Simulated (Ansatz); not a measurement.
# Other spins and charges of BAs⁺, quartet at one geometry

Geometry (PBE0/def2-TZVP stationary point for this spin):

```xyz
2

B     0.0000    0.0000    0.0000
As    0.0000    0.0000    1.9675
```

Basis cc-pVDZ; Ansatz 0.2.0. Correlated methods freeze the noble-gas cores and the filled d shells of p-block atoms. R marks a restricted (for open shells ROHF) determinant. Active spaces: valence = (7e, 8o) chosen from the atoms' valence shells. No spin–orbit coupling is included, and no scalar relativity.

Gaps are energies of the second state less the first, at fixed atoms, for a selection of the levels run; each method lands on the state that its own search finds for that charge and spin.

Doublet less quartet: 0.716 eV at full CI (quartet A2, doublet A2, in C2v).

By full CI's occupations no single determinant describes the doublet well.

```
                   level  gap (eV)  error (meV)
  CASSCF (valence space)     0.719            3
  NEVPT2 (valence space)     0.754           38
  MRCISD (valence space)     0.734           18
MRCISD+Q (valence space)     0.734           18
```

Question: PBE gives 5.076 eV for sextet less quartet. Estimate what full CI gives in cc-pVDZ.

Answer: Full CI in cc-pVDZ gives 4.787 eV, so against it PBE is off by 0.289 eV, of which a good part can be the reference's own basis and frozen-core error.

```tsv
level	gap (eV)	error (meV)
RHF	3.493	-1294
RMP2	4.431	-356
RCCSD	4.666	-121
RCCSD(T)	4.759	-28
RCCSDT(Q)	4.786	-1
CASSCF (valence space)	4.402	-385
NEVPT2 (valence space)	4.769	-18
MRCISD (valence space)	4.759	-28
wB97M-V	5.181	394
RPA-PBE	4.965	178
```

In so small a basis the reference is far from its limit while semilocal and hybrid functionals are nearer theirs (RPA and double hybrids share part of the reference's basis error), so the functionals' errors here hold much of the reference's basis and frozen-core error, which can add to them or hide them.

Full CI is exact within this basis and frozen core; it isn't the basis-set limit.
